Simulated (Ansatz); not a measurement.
`CCOCC#N` → 4 C• + 7 H• + N• + O•  (atomization)

Program: Ansatz. Geometries: PBE0-D4/def2-TZVP. ΔE: electronic, gas phase. CCSD(T)/CBS adds triple-zeta CCSD(T) − MP2 to the extrapolated MP2 energy (def2 sets, frozen cores). This one scheme is used for every species, atoms too. No spin–orbit coupling; open shells (•) take unrestricted orbitals. Spin–orbit coupling would lower the free atoms: a little for C, O. Each species was taken in one conformer, which may not be the lowest.

```csv
species,CCSD(T)/def2-TZVPP energy (Eh)
`CCOCC#N`,-286.11680
C•,-37.78103
H•,-0.49981
N•,-54.51594
O•,-74.97674
```

**Question.** Work out ΔE.

**Answer.** ΔE = 7 × (-0.49981) + 4 × (-37.78103) + (-54.51594) + (-74.97674) − (-286.11680) = 2.00133 Eh = +1255.9 kcal/mol. CCSD(T)/CBS gives +1288.2 kcal/mol.

Largest T1 diagnostic among the species: 0.012.

From PBE to PBE0 (25 % exact exchange), in def2-TZVPP and without D4, ΔE moves by −31.3 kcal/mol: exact exchange takes away binding that semilocal exchange gives to molecules. The D4 term adds +8.8 kcal/mol with B3LYP and +4.7 kcal/mol with PBE0; it sums over pairs of atoms, weighted by their polarisabilities, and B3LYP, whose exchange is more repulsive, gets the larger term.

B3LYP here is the variant with VWN-RPA as its local correlation; programs differ in this.

For atomizations the MP2-based limit and the directly extrapolated one differ by several kJ/mol either way, and by 10 to 25 for some Ge, Se and Sn compounds, so smaller differences from it don't rank the levels.
